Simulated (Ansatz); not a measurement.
System: trigonal Te. Method: PBE (Ansatz, an electronic-structure program, plane waves, PAW).

Settings: plane-wave cutoff 520 eV, 12×12×6 k mesh (along the axes of the cell as run), perturbation theory, force constants from a 6×6×2 q mesh, scalar-relativistic PAW data made under PBE.

Computed at the level's own relaxed cell. Harmonic vibrational thermodynamics at fixed volume:

```csv
T (K),S_vib (J/K per mol of atoms),C_V (J/K per mol of atoms),F_vib (eV/atom)
0,0.00,0.00,0.0154
100,(withheld),(withheld),(withheld)
200,(withheld),(withheld),(withheld)
400,(withheld),(withheld),(withheld)
800,(withheld),(withheld),(withheld)
900,(withheld),(withheld),(withheld)
1000,(withheld),(withheld),(withheld)
```

**Question.** Fill in the missing entries.

**Answer.** 
- 100, S_vib (J/K per mol of atoms): 25.12
- 100, C_V (J/K per mol of atoms): 21.86
- 100, F_vib (eV/atom): 0.0033
- 200, S_vib (J/K per mol of atoms): 41.20
- 200, C_V (J/K per mol of atoms): 24.10
- 200, F_vib (eV/atom): -0.0319
- 400, S_vib (J/K per mol of atoms): 58.16
- 400, C_V (J/K per mol of atoms): 24.72
- 400, F_vib (eV/atom): -0.1368
- 800, S_vib (J/K per mol of atoms): 75.37
- 800, C_V (J/K per mol of atoms): 24.89
- 800, F_vib (eV/atom): -0.4177
- 900, S_vib (J/K per mol of atoms): 78.30
- 900, C_V (J/K per mol of atoms): 24.90
- 900, F_vib (eV/atom): -0.4973
- 1000, S_vib (J/K per mol of atoms): 80.93
- 1000, C_V (J/K per mol of atoms): 24.91
- 1000, F_vib (eV/atom): -0.5799

The crystal is taken as a harmonic solid at every temperature: melting, phase changes and thermal expansion are not seen.

Note: the run warned that the k mesh is coarse for the response to a field; the cell comes from a level without a dispersion term, which matters for the spacing of layers, chains or molecules.
